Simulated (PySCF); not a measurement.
# Simulated absorption spectrum

Species: 4-methylthiazole, C4H5NS.
SMILES: `Cc1cscn1`

Level of theory: PySCF, TDDFT PBE0/def2-SVPD, vertical, gas phase, core orbitals frozen in the response. Isolated species at its PBE0-D3(BJ)/def2-SVP geometry, gas phase.

Each state is given a Gaussian of 0.4 eV full width at half maximum, with ε(max) = 2.175×10⁸ f / Δν̃ (Δν̃ the width in cm⁻¹). The width is an assumption, not a result. The curve ends short of the highest state used, and states not computed would add to its high-energy end.

λ (nm), ε (L mol⁻¹ cm⁻¹) and a bar:
```
    180.9       2377 ###############
    184.2       1509 ##########
    187.5       1482 #########
    190.7       1865 ############
    194.0       1876 ############
    197.3       1321 ########
    200.6        669 ####
    203.8        303 ##
    207.1        258 ##
    210.4        574 ####
    213.7       1385 #########
    216.9       2637 #################
    220.2       3985 #########################
    223.5       4699 ##############################
    226.8       4395 ############################
    230.0       3360 #####################
    233.3       2100 #############
    236.6       1097 #######
    239.9        486 ###
    243.2        185 #
    246.4         64 
    249.7         19 
    253.0          5 
    256.3          1
```

Q: Where are the band maxima, and which computed states make them?

A: 224 nm (5.53 eV), ε about 4700, made up of S2 (100%); 192 nm (6.44 eV), ε about 2000, made up of S4 (96%) (ε in L mol⁻¹ cm⁻¹; maxima over ε = 5, shares over 10%). At its high-energy end, 6.85 eV, the curve is still rising (ε about 2300, from S7). The states used: S1 5.44 eV (f 0.0003); S2 5.53 eV (f 0.070); S3 5.90 eV (f 0.0011); S4 6.43 eV (f 0.028); S5 6.74 eV (f 0.0040); S6 6.93 eV (f 0.0021); S7 7.00 eV (f 0.039); S8 7.09 eV (f 0.0020); S9 7.20 eV (f 0.0029); S10 7.45 eV (f 0.353).

Q: What would ε be at 5.53 eV, the highest of these maxima, with half the width (0.2 eV)?

A: About 9420 L mol⁻¹ cm⁻¹ against 4720, a factor of about 1.99; a lone state at its own centre would give exactly 2.

Q: Coming from long wavelengths, where does ε first pass 100 L mol⁻¹ cm⁻¹?

A: At about 245 nm (5.06 eV), 0.38 eV below S1.

Q: On this curve, what absorbance would a 10⁻⁴ mol/L sample give at 193 nm over a 1 cm path?

A: 193 nm is 6.424 eV, where ε is about 1900 L mol⁻¹ cm⁻¹, so A = ε c l ≈ 0.19 (Beer–Lambert, with the gas-phase spectrum and the assumed width).

All these states lie below the vertical ionisation energy of 9.03 eV (ΔSCF).

Hardware: one thread of an Arm Neoverse V2, shared host. Cost: 85 s.
